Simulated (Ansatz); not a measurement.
SiH4O2 (SMILES O[SiH2]O): the energy, rung by rung

SiH4O2 has 7 atoms, charge 0, and is taken as a singlet. As SMILES, `O[SiH2]O`. Geometry: optimised at wB97X-V/def2-SVP. This is one conformer, not always the lowest.

```tsv
atom	x (Å)	y (Å)	z (Å)
O	-1.3997	-0.2542	-0.3574
Si	0.0520	0.4274	0.0802
O	1.2856	-0.6824	0.1817
H	-1.4625	-0.6131	-1.2493
H	0.5203	1.4052	-0.9360
H	-0.2204	1.0574	1.3981
H	1.2246	-1.3404	0.8827
```

Quantity: the dissociation energy of the H7–O3 bond into doublet H and doublet SiH3O2 (shapes relaxed at wB97X-V/def2-SVP, no zero-point term), in eV. The values are calculated.

| level | kind | program | value (eV) |
| --- | --- | --- | --- |
| HF/def2-TZVP | Hartree–Fock | Ansatz | 3.88 |
| SVWN5/def2-TZVP | LDA | Ansatz | 5.80 |
| PBE/def2-TZVP | GGA | Ansatz | 5.14 |
| r2SCAN/def2-TZVP | meta-GGA | Ansatz | 5.15 |
| PBE0-D4/def2-TZVP | global hybrid | Ansatz | 5.19 |
| CAM-B3LYP/def2-TZVP | range-separated hybrid | Ansatz | 5.28 |
| wB97M-V/def2-TZVP | range-separated hybrid | Ansatz | 5.34 |
| B2PLYP/def2-TZVP | double hybrid | Ansatz | 5.29 |
| RPA@PBE/def2-TZVP | RPA | Ansatz | 5.12 |

The values span 3.88 to 5.80 eV. Hartree–Fock misses the correlation of the electron pair that is broken and comes out low. Measured bond enthalpies also hold zero-point and thermal terms, a few tenths of an eV less.
